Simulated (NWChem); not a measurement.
# CH2Cl2 (SMILES ClCCl) at 6 levels

Wanted: a comparison of 6 runs (B3LYP/6-31G*, M06-2X/aug-cc-pVDZ, PBE0/aug-cc-pVDZ, MP2/aug-cc-pVDZ, CCSD(T)/aug-cc-pVDZ) of CH2Cl2. 

The calculation is run with NWChem 7.3.0.

40 further runs of the same task are left out: 3 that didn't finish, 37 set aside as unsound or not needed. Runs told in other sessions of the task aren't counted.

## 1. The system as given

The species is CH2Cl2 (5 atoms), meant as a singlet with charge 0. SMILES: `ClCCl`. The C2–Cl3 distance was set to 2.643 Å, away from the relaxed value. At this shape a bond of the SMILES string is far longer than usual.

Bond lengths: Cl1–C2 1.762 Å, C2–H4 1.086 Å, C2–H5 1.086 Å. Angles: Cl1–C2–H4 108.1°, Cl1–C2–H5 108.1°, H4–C2–H5 111.4°. A long bond or contact: C2–Cl3 2.643 Å.

## 2. A single-point energy at B3LYP/6-31G(d) (spherical functions) (run 1)

File run.nw:

```
start run
title "CH2Cl2 energy"
memory stack 880 mb heap 220 mb global 1100 mb
geometry units angstrom noautosym nocenter noautoz
  Cl       1.817315      -1.022232       0.789186
  C        0.085475      -0.766232       0.586716
  Cl      -0.474220       1.284450      -0.984760
  H       -0.338445      -1.660262       0.139736
  H       -0.343845      -0.569962       1.564436
end
basis spherical bse
  * library 6-31G*
end
dft
  xc b3lyp
  grid xfine
  convergence energy 1e-08
  iterations 100
  mulliken
  print medium
end
task dft energy
```

The run is started by

```sh
nwchem run.nw > run.out
```

Standard output:

```text
[...]
          Wavefunction type:  closed shell.
          No. of atoms     :     5
          No. of electrons :    42
[...]
          Charge           :     0
          Spin multiplicity:     1
[...]
          AO basis - number of functions:    54
[...]
              XC Information
              --------------
                         B3LYP Method XC Potential
                     Hartree-Fock (Exact) Exchange  0.200
                        Slater Exchange Functional  0.800 local
                    Becke 1988 Exchange Functional  0.720 non-local
              Lee-Yang-Parr Correlation Functional  0.810
                  VWN I RPA Correlation Functional  0.190 local
[...]
 d= 0,ls=0.0,diis     1   -959.4269219001 -1.07D+03  7.52D-02  9.25D-01     2.0
[...]
  Singularity in Pulay matrix. Error and Fock matrices removed.
  Singularity in Pulay matrix. Error and Fock matrices removed.
 d= 0,ls=0.5,diis    39   -959.6084477519 -1.27D-08  3.36D-06  1.35D-08    58.1
  Singularity in Pulay matrix. Error and Fock matrices removed.
  Singularity in Pulay matrix. Error and Fock matrices removed.
 d= 0,ls=0.5,diis    40   -959.6084477603 -8.32D-09  2.72D-06  8.81D-09    59.6
         Total DFT energy =     -959.608447765718
      One electron energy =    -1545.505877793830
           Coulomb energy =      536.574718253402
    Exchange-Corr. energy =      -62.547935391983
 Nuclear repulsion energy =      111.870647166693
[...]
      Total Density - Mulliken Population Analysis
     ---------------------------------------------
    Atom       Charge   Shell Charges
 -----------   ------   -------------------------------------------------------
    1 Cl  17    16.91   2.00  2.00  5.97  1.43  3.58  0.51  1.40  0.03
    2 C    6     6.30   2.00  0.71  1.85  0.75  0.95  0.04
    3 Cl  17    17.28   2.00  2.00  5.97  1.43  3.47  0.57  1.85  0.00
    4 H    1     0.75   0.52  0.24
    5 H    1     0.75   0.52  0.24
[...]
```

Wall time 62 s (1 thread of AMD EPYC 7R43 (Zen 3), shared host); peak memory 0.12 GiB.

## 3. The energy at B3LYP/6-31G(d) (Cartesian functions) (run 2)

File ch2cl2.nw:

```
start ch2cl2
title "CH2Cl2 energy"
memory 2200 mb

geometry noautosym nocenter noautoz
  Cl       1.817315      -1.022232       0.789186
  C        0.085475      -0.766232       0.586716
  Cl      -0.474220       1.284450      -0.984760
  H       -0.338445      -1.660262       0.139736
  H       -0.343845      -0.569962       1.564436
end

basis cartesian
  * library 6-31G*
end

dft
  xc b3lyp
  grid xfine
  convergence energy 1e-08
  maxiter 100
  mulliken
  print medium
end

task dft energy
```

The run is started by

```sh
nwchem ch2cl2.nw > ch2cl2.out
```

Standard output:

```text
[...]
          Wavefunction type:  closed shell.
          No. of atoms     :     5
          No. of electrons :    42
[...]
          Charge           :     0
          Spin multiplicity:     1
[...]
          AO basis - number of functions:    57
[...]
              XC Information
              --------------
                         B3LYP Method XC Potential
                     Hartree-Fock (Exact) Exchange  0.200
                        Slater Exchange Functional  0.800 local
                    Becke 1988 Exchange Functional  0.720 non-local
              Lee-Yang-Parr Correlation Functional  0.810
                  VWN I RPA Correlation Functional  0.190 local
[...]
 d= 0,ls=0.0,diis     1   -959.4315045517 -1.07D+03  7.35D-02  1.14D+00     2.1
[...]
  Singularity in Pulay matrix. Error and Fock matrices removed.
  Singularity in Pulay matrix. Error and Fock matrices removed.
 d= 0,ls=0.5,diis    39   -959.6159843165 -1.21D-08  3.14D-06  1.30D-08    61.6
  Singularity in Pulay matrix. Error and Fock matrices removed.
 d= 0,ls=0.5,diis    40   -959.6159843245 -7.96D-09  2.54D-06  8.53D-09    63.2
         Total DFT energy =     -959.615984329663
      One electron energy =    -1545.382692600479
           Coulomb energy =      536.398554907244
    Exchange-Corr. energy =      -62.502493803122
 Nuclear repulsion energy =      111.870647166693
[...]
      Total Density - Mulliken Population Analysis
     ---------------------------------------------
    Atom       Charge   Shell Charges
 -----------   ------   -------------------------------------------------------
    1 Cl  17    16.91   2.00  1.99  5.97  1.48  3.58  0.51  1.39 -0.01
    2 C    6     6.30   1.99  0.73  1.85  0.76  0.95  0.02
    3 Cl  17    17.28   2.00  1.99  5.97  1.49  3.47  0.57  1.85 -0.06
    4 H    1     0.75   0.52  0.23
    5 H    1     0.75   0.52  0.23
[...]
```

It took 66 s on 1 thread of AMD EPYC 7R43 (Zen 3), shared host; peak memory 0.12 GiB.

Runs 3 to 5 aren't shown in full; the table further down has their settings and results.

## 4. The energy at CCSD(T)/aug-cc-pVDZ (run 6)

File a.nw:

```
start a
title "CH2Cl2"
memory 2200 mb

geometry units angstrom noautosym nocenter noautoz
Cl     1.817315    -1.022232     0.789186
C      0.085475    -0.766232     0.586716
Cl    -0.474220     1.284450    -0.984760
H     -0.338445    -1.660262     0.139736
H     -0.343845    -0.569962     1.564436
end

basis "ao basis" spherical bse
* library aug-cc-pVDZ
end

scf
thresh 1e-08
maxiter 80
noprint "final vectors analysis"
end

ccsd
freeze core 11
maxiter 60
end

task ccsd(t) energy
```

The run is started by

```sh
nwchem a.nw > a.out
```

Standard output:

```text
[...]
  functions       =    95
[...]
  wavefunction    = RHF
[...]
         Total SCF energy =   -957.936137153085
      One-electron energy =  -1544.867231459227
      Two-electron energy =    475.060447139449
 Nuclear repulsion energy =    111.870647166693
        Time for solution =     91.2s
[...]
 Total MP2 energy:           -958.392577460651296
[...]
             energy      energy      error      ampl     ampl      Block
                                                time     time      time
[...]
 Total CCSD energy:           -958.430423020507533
[...]
 Total CCSD+T(CCSD) energy:           -958.456026615657265
[...]
 Total CCSD(T) energy:                -958.453757818549775
[...]
```

Run time: 7.5 min. Hardware: 1 thread of AMD EPYC 7R43 (Zen 3), shared host; peak memory 0.24 GiB.

## 5. The series

| run | level | Cartesian functions | integration grid | energy (Eh) | dipole moment (D) of the reference | HOMO energy (eV) | LUMO energy (eV) | wall time |
| --- | --- | --- | --- | --- | --- | --- | --- | --- |
| 1 | B3LYP/6-31G* (spherical functions) | no | xfine | -959.608448 | 4.18 | -7.76 | -4.56 | 62 s |
| 2 | B3LYP/6-31G* (Cartesian functions) | yes | xfine | -959.615984 | 4.17 | -7.77 | -4.57 | 66 s |
| 3 | M06-2X/aug-cc-pVDZ | no | fine | -959.567061 | 4.18 | -9.60 | -3.74 | 71 s |
| 4 | PBE0/aug-cc-pVDZ | no | fine | -959.281252 | 4.18 | -8.24 | -4.61 | 70 s |
| 5 | MP2/aug-cc-pVDZ | no | – | -958.392577 | – | -11.06 | -1.08 | 1.8 min |
| 6 | CCSD(T)/aug-cc-pVDZ | no | – | -958.453758 | – | – | – | 7.5 min |

## 6. Results

| quantity | value |
| --- | --- |
| run 6: total energy | -958.45376 Eh |
| run 6: correlation energy (11 core orbitals frozen) | -517.6 mEh |
| run 6: (T) correction | -23.33 mEh |

In words: Over runs 1, 2, 3, 4 the dipole moment (its size) runs from 4.17 D (B3LYP/6-31G*) to 4.18 D (PBE0/aug-cc-pVDZ). The two ends differ in method and basis. Over runs 1, 2, 3, 4 the HOMO–LUMO gap runs from 3.20 eV (B3LYP/6-31G*) to 5.85 eV (M06-2X/aug-cc-pVDZ). Totals of different functionals can't be ranked against each other. In all runs a closed-shell determinant meets a far-stretched bond; if it breaks into open shells, such a determinant describes it badly, and no broken-symmetry solution was shown. All runs together took 14 min, the longest 7.5 min.
